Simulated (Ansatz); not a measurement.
Compare A (`C#CC(C)N`) with its isomer B (`CCCC#N`).

Program: Ansatz. Geometries: PBE0-D4/def2-TZVP. ΔE: electronic, gas phase. CCSD(T)/CBS is the MP2 limit (def2-TZVPP, def2-QZVPP) plus CCSD(T) − MP2 in def2-TZVPP, frozen cores. DFT in def2-TZVPP. B3LYP here is the variant with VWN-RPA as its local correlation; programs differ in this. One conformer a species, not always the lowest.

Question: Which is lower in electronic energy at CCSD(T)/CBS, and by how much? (Best estimate.)

Answer: The calculation gave: B, by 159.9 kJ/mol.

Question: Give E(B) − E(A) in kJ/mol with BLYP-D4, PBE0-D4, B2PLYP, B3LYP-D4, MP2/def2-TZVPP, PBE-D4, ωB97M-V. (Best estimate.)

Answer: Computed: BLYP-D4 -161.0, PBE0-D4 -162.1, B2PLYP -167.5, B3LYP-D4 -162.4, MP2/def2-TZVPP -168.1, PBE-D4 -159.8, ωB97M-V -162.9. None reverses the order clearly.

Question: Does the order hold for the free energy at 298.15 K (harmonic terms from PBE0-D4)? (Estimate.)

Answer: The calculation gave: Yes: G(B) − G(A) = -159.1 kJ/mol, for one conformer each.

Largest T1 diagnostic: 0.011.

Leaving LDA and LC-ωPBE aside and taking each functional with its dispersion term where it has one, the values, not all of them listed here, spread over 9.3 kJ/mol, from ωB97X-V to PBE-D4. LDA lies +17.4 kJ/mol from PBE without D4. In def2-TZVPP, CCSD(T) changes the Hartree–Fock value by +11.4 kJ/mol (the triples alone add +1.8 kJ/mol) and MP2 by +11.7 kJ/mol.
